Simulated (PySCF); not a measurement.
PySCF input for hydrogen peroxide cation (H2O2), SMILES OO (connectivity only; charge and spin as stated), charge +1, multiplicity 2, TDA-ωB97X/def2-TZVPD. Coordinates come from a B3LYP-D3(BJ)/def2-TZVP optimisation. The multiplicity is an assumed one; other spin states were not compared.

```python
import numpy as np
from pyscf import gto, scf, dft, tdscf

mol = gto.M(
    atom='''
    O     0.15751176   -0.63484295    0.00000000
    O    -0.15751176    0.63484295    0.00000000
    H    -0.71968953   -1.11153741    0.00000000
    H     0.71968953    1.11153741    0.00000000
    ''',
    basis='def2-TZVPD',
    charge=1,
    spin=1,
    max_memory=1600,
    verbose=4,
)
mf = dft.UKS(mol, xc='wb97x').density_fit(auxbasis='def2-universal-jkfit')
mf.grids.level = 3
mf.conv_tol = 1e-9
mf.max_cycle = 100
mf.kernel()
fine, coarse = mf.grids, dft.Grids(mol).set(level=1).build(with_non0tab=True)
for _ in range(3):  # follow internal instabilities
    mf.grids = coarse
    mo, _, stable, _ = mf.stability(return_status=True, nroots=4)
    mf.grids = fine
    if stable:
        break
    mf.kernel(mf.make_rdm1(mo, mf.mo_occ))
mf.grids = dft.Grids(mol).set(level=1).build(with_non0tab=True)  # coarser grid for the response kernel
td = tdscf.TDA(mf)
td.nstates = 10
td.conv_tol = 1e-4
td.kernel(x0=td.get_init_guess(mf, 15))
td.analyze()
```

It prints:

```
PySCF version 2.14.0

[INPUT] verbose = 4
[INPUT] num. atoms = 4
[INPUT] num. electrons = 17
[INPUT] charge = 1
[INPUT] spin (= nelec alpha-beta = 2S) = 1
[INPUT] symmetry False subgroup None
[INPUT] Mole.unit = angstrom
[INPUT] Symbol           X                Y                Z      unit          X                Y                Z       unit  Magmom
[INPUT]  1 O      0.157511760000  -0.634842950000   0.000000000000 AA    0.297654087798  -1.199679307611   0.000000000000 Bohr   0.0
[INPUT]  2 O     -0.157511760000   0.634842950000   0.000000000000 AA   -0.297654087798   1.199679307611   0.000000000000 Bohr   0.0
[INPUT]  3 H     -0.719689530000  -1.111537410000   0.000000000000 AA   -1.360016106417  -2.100501282108   0.000000000000 Bohr   0.0
[INPUT]  4 H      0.719689530000   1.111537410000   0.000000000000 AA    1.360016106417   2.100501282108   0.000000000000 Bohr   0.0

nuclear repulsion = 39.1844099716926
number of shells = 38
number of NR pGTOs = 132
number of NR cGTOs = 98
basis = def2-TZVPD
ecp = {}


[settings echo left out]
init E= -151.70187026744
  alpha nocc = 9  HOMO = -0.308744403754375  LUMO = 0.0239979606700937
  beta  nocc = 8  HOMO = -0.436249361660742  LUMO = -0.308744403754368

WARN: HOMO -0.308744403754375 >= LUMO -0.308744403754368

cycle= 1 E= -151.144669137455  delta_E= 0.557  |g|= 0.333  |ddm|= 1.01
  alpha nocc = 9  HOMO = -0.853348402459304  LUMO = -0.230540717220393
  beta  nocc = 8  HOMO = -0.886485982326825  LUMO = -0.474709817838765
  HOMO = -0.853348402459  LUMO = -0.474709817839  gap/eV = 10.30328
cycle= 2 E= -151.187204555623  delta_E= -0.0425  |g|= 0.169  |ddm|= 0.252
  alpha nocc = 9  HOMO = -0.77836470121656  LUMO = -0.156841788251689
  beta  nocc = 8  HOMO = -0.823452893123104  LUMO = -0.394932066538345
  HOMO = -0.778364701217  LUMO = -0.394932066538  gap/eV = 10.43373
cycle= 3 E= -151.195059198784  delta_E= -0.00785  |g|= 0.0302  |ddm|= 0.0939
  alpha nocc = 9  HOMO = -0.78669358094227  LUMO = -0.156461642512198
  beta  nocc = 8  HOMO = -0.829808096744642  LUMO = -0.398664084409603
  HOMO = -0.786693580942  LUMO = -0.39866408441  gap/eV = 10.55882
cycle= 4 E= -151.195418542424  delta_E= -0.000359  |g|= 0.00812  |ddm|= 0.0284
  alpha nocc = 9  HOMO = -0.783658142946884  LUMO = -0.153877399786233
  beta  nocc = 8  HOMO = -0.825763423883501  LUMO = -0.394124823102324
  HOMO = -0.783658142947  LUMO = -0.394124823102  gap/eV = 10.59974
cycle= 5 E= -151.195448101295  delta_E= -2.96e-05  |g|= 0.00138  |ddm|= 0.00924
  alpha nocc = 9  HOMO = -0.784056572986664  LUMO = -0.154025835784961
  beta  nocc = 8  HOMO = -0.825851619078442  LUMO = -0.394147856367532
  HOMO = -0.784056572987  LUMO = -0.394147856368  gap/eV = 10.60996
cycle= 6 E= -151.195449729272  delta_E= -1.63e-06  |g|= 0.000449  |ddm|= 0.00141
  alpha nocc = 9  HOMO = -0.784139936314311  LUMO = -0.154044054395136
  beta  nocc = 8  HOMO = -0.825844125201634  LUMO = -0.394114090232428
  HOMO = -0.784139936314  LUMO = -0.394114090232  gap/eV = 10.61314
cycle= 7 E= -151.195449967299  delta_E= -2.38e-07  |g|= 0.000116  |ddm|= 0.000573
  alpha nocc = 9  HOMO = -0.784151892956707  LUMO = -0.154044641775644
  beta  nocc = 8  HOMO = -0.825838655443519  LUMO = -0.394114807323554
  HOMO = -0.784151892957  LUMO = -0.394114807324  gap/eV = 10.61345
cycle= 8 E= -151.195449988443  delta_E= -2.11e-08  |g|= 2.31e-05  |ddm|= 0.0002
  alpha nocc = 9  HOMO = -0.784148200495743  LUMO = -0.154044005983862
  beta  nocc = 8  HOMO = -0.825836191218798  LUMO = -0.394115166836727
  HOMO = -0.784148200496  LUMO = -0.394115166837  gap/eV = 10.61334
cycle= 9 E= -151.195449989328  delta_E= -8.85e-10  |g|= 2.53e-06  |ddm|= 4.44e-05
  alpha nocc = 9  HOMO = -0.784147357769527  LUMO = -0.154043477112833
  beta  nocc = 8  HOMO = -0.825835569434894  LUMO = -0.394114630081809
  HOMO = -0.78414735777  LUMO = -0.394114630082  gap/eV = 10.61333
Extra cycle  E= -151.195449989336  delta_E= -7.9e-12  |g|= 1.08e-06  |ddm|= 4.26e-06
converged SCF energy = -151.195449989336  <S^2> = 0.75411933  2S+1 = 2.0041151
tot grids = 15304
uhf_internal: lowest eigs of H = [0.22611862 0.3772686  0.58028312 0.59388811]
<class 'pyscf.df.df_jk.DFUKS'> wavefunction is stable in the internal stability analysis
tot grids = 15304


******** <class 'pyscf.tdscf.uks.TDA'> for <class 'pyscf.df.df_jk.DFUKS'> ********
nstates = 10
deg_eia_thresh = 1.000e-03
wfnsym = None
conv_tol = 0.0001
eigh lindep = 1e-12
eigh level_shift = 0
eigh max_cycle = 100


Excitation energies (eV)
[ 3.22327272  6.21839314  8.12702112  8.50545637  8.85894267  9.45909711
 10.54398781 11.35865532 11.48382191 11.59120706]

** Excitation energies and oscillator strengths **
Excited State   1:      3.22327 eV    384.65 nm  f=0.0000
       8b ->    9b      0.99799
Excited State   2:      6.21839 eV    199.38 nm  f=0.0746
       5a ->   10a     -0.12424
       8a ->   10a     -0.14909
       7b ->    9b      0.94374
       8b ->   10b     -0.11020
Excited State   3:      8.12702 eV    152.56 nm  f=0.0018
       9a ->   10a     -0.67173
       9a ->   12a     -0.24629
       9a ->   14a     -0.13164
       6b ->    9b     -0.68218
Excited State   4:      8.50546 eV    145.77 nm  f=0.0027
       9a ->   10a      0.63549
       9a ->   12a      0.20044
       9a ->   14a      0.13174
       6b ->    9b     -0.72662
Excited State   5:      8.85894 eV    139.95 nm  f=0.0000
       9a ->   11a     -0.11561
       5b ->    9b      0.98561
Excited State   6:      9.45910 eV    131.07 nm  f=0.0003
       8a ->   10a     -0.66250
       8a ->   12a     -0.23500
       8a ->   14a     -0.14200
       8b ->   10b      0.59828
       8b ->   12b      0.27932
       8b ->   14b      0.18654
Excited State   7:     10.54399 eV    117.59 nm  f=0.0000
       9a ->   11a      0.95155
       9a ->   15a     -0.13603
       9a ->   21a      0.13031
       5b ->    9b      0.10880
       7b ->   10b      0.14807
Excited State   8:     11.35866 eV    109.15 nm  f=0.0571
       5a ->   10a     -0.12947
       8a ->   10a      0.62651
       8a ->   12a      0.18678
       7b ->    9b      0.14275
       8b ->   10b      0.65177
       8b ->   12b      0.22516
       8b ->   14b      0.10958
Excited State   9:     11.48382 eV    107.96 nm  f=0.0000
       7a ->   10a     -0.25272
       7a ->   12a     -0.11059
       9a ->   11a     -0.15213
       7b ->   10b      0.81922
       7b ->   12b      0.38393
       7b ->   14b      0.24294
Excited State  10:     11.59121 eV    106.96 nm  f=0.0032
       7a ->   11a      0.14537
       9a ->   10a     -0.31643
       9a ->   12a      0.88311
       9a ->   18a     -0.25488

** Transition electric dipole moments (AU) **
state          X           Y           Z        Dip. S.      Osc.
  1        -0.0000      0.0000     -0.0000      0.0000      0.0000
  2        -0.0632      0.6970      0.0000      0.4899      0.0746
  3         0.0000     -0.0000      0.0961      0.0092      0.0018
  4        -0.0000      0.0000      0.1140      0.0130      0.0027
  5        -0.0000      0.0000     -0.0000      0.0000      0.0000
  6         0.0033     -0.0333      0.0000      0.0011      0.0003
  7        -0.0000      0.0000      0.0000      0.0000      0.0000
  8        -0.2130      0.3997     -0.0000      0.2051      0.0571
  9         0.0000     -0.0000     -0.0000      0.0000      0.0000
 10         0.0000      0.0000      0.1065      0.0113      0.0032

** Transition velocity dipole moments (imaginary part, AU) **
state          X           Y           Z        Dip. S.      Osc.
  1         0.0000      0.0000      0.0000      0.0000      0.0000
  2         0.0529     -0.0240      0.0000      0.0034      0.0098
  3         0.0000     -0.0000      0.0414      0.0017      0.0038
  4        -0.0000      0.0000     -0.0749      0.0056      0.0120
  5         0.0000     -0.0000      0.0000      0.0000      0.0000
  6        -0.0048      0.0005     -0.0000      0.0000      0.0000
  7        -0.0000     -0.0000      0.0000      0.0000      0.0000
  8        -0.1170      0.0195      0.0000      0.0141      0.0225
  9         0.0000     -0.0000     -0.0000      0.0000      0.0000
 10         0.0000      0.0000      0.0559      0.0031      0.0049

** Transition magnetic dipole moments (imaginary part, AU) **
state          X           Y           Z
  1         0.1911      0.9369      0.0000
  2        -0.0000     -0.0000     -0.0000
  3         0.0000      0.0000     -0.0000
  4         0.0000      0.0000      0.0000
  5         1.1053     -0.2168     -0.0000
  6        -0.0000     -0.0000     -0.0000
  7        -0.3092      0.0632      0.0000
  8        -0.0000     -0.0000      0.0000
  9        -0.2949     -0.0751     -0.0000
 10        -0.0000      0.0000     -0.0000
```

The run converged.
